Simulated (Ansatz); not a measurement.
# SiH2F+ (triplet): wave-function methods side by side, cc-pVDZ

One table from this session's results is given with a row withheld; the runs are named, their logs left out.

The runs use Ansatz 0.2.0, Gaussian basis; cc-pVDZ, core rule «outside noble gas», up to 6 orbitals frozen.

To be run: UHF; CCSD(T) on ROHF; CCSD(T) on UHF; BCCD(T) on ROHF; CISD as a restricted active space (open shells left free, so some higher excitations enter); CCSDT(Q) on ROHF; CCSDT(Q) on UHF.

36 further runs of the same task are left out: 13 for a known fault of the program, 8 that didn't finish, 15 set aside as unsound or not needed. Runs told in other sessions of the task aren't counted.

### The system

The geometry is a PBE0/def2-TZVP stationary point (not a proven minimum) of the parent state, kept for this charge and spin.

4 atoms, charge 1, spin multiplicity 3.

Atoms are counted from 1 here; the program's logs count them from 0.

Bond lengths: Si1–F2 1.599 Å, Si1–H3 1.463 Å, Si1–H4 1.463 Å. Angles: F2–Si1–H3 115.4°, F2–Si1–H4 115.4°, H3–Si1–H4 129.1°.

Coordinates:

```xyz
4
FH2Si
Si    0.0000    0.0000    0.5931
F     0.0000    0.0000   -1.0064
H     0.0000    1.3214    1.2216
H     0.0000   -1.3214    1.2216
```

Set-up of the first run:

Contents of in.yaml:

```yaml
crystal:
  periodic: [false, false, false]
  atoms:
    - {symbol: Si, position_ang: [0.000000, 0.000000, 0.593067]}
    - {symbol: F, position_ang: [0.000000, 0.000000, -1.006354]}
    - {symbol: H, position_ang: [0.000000, 1.321394, 1.221565]}
    - {symbol: H, position_ang: [0.000000, -1.321394, 1.221565]}
basis:
  gaussian: {orbitals: cc-pVDZ}
total_charge: 1
magnetization: {spin_polarized: true, initial_magnetization: 2}
hamiltonian: {xc: hf}
output: {orbitals: {seedname: orbitals}}
```

Run with:

```console
ansatz run in.yaml --threads 1 --pin off --events-out ev --progress --plain --max-ram 2393MiB
```

Among the steps run: UHF; CCSD(T) on ROHF; CCSD(T) on UHF; BCCD(T) on ROHF; CISD as a restricted active space (open shells left free, so some higher excitations enter); CCSDT(Q) on ROHF; CCSDT(Q) on UHF.

One of the session's tables, all rows but one given; the rest of the session is left out.

It belongs to the step «Misses and costs». 

| method | from UCCSDT(Q) (kJ/mol) |
| --- | --- |
| ROHF | +809.9 |
| UHF | +796.2 |
| RMP2 | +80.4 |
| UMP2 | +84.6 |
| CISD | +96.7 |
| RCCSD | +27.2 |
| UCCSD | +26.8 |
| RCCSD(T) | +5.4 |
| UCCSD(T) | +5.5 |
| BCCD(T) | ? |
| RCCSDT | +2.4 |
| UCCSDT | +2.4 |
| RCCSDT(Q) | +1.2 |
| UCCSDT(Q) | 0 |

Q: Estimate the row for BCCD(T) from the others.

**Answer.** from UCCSDT(Q) (kJ/mol): +5.2. In the column «from UCCSDT(Q) (kJ/mol)» it lies between UCCSDT (+2.4) and RCCSD(T) (+5.4).

The ROHF row is the lowest such solution found; the determinant under the restricted MP2 and coupled-cluster rows lies 0.05 eV higher.

Limits of these values: The report flags that the cluster equations may have other roots. The program flags RCCSD(T), BCCD(T), RCCSDT(Q) as in doubt, so those rows may rest on another solution. Restricted and unrestricted rows rest on different reference determinants; a gap between their highest levels can come from leftover correlation error, from unlike frozen cores or from another state.
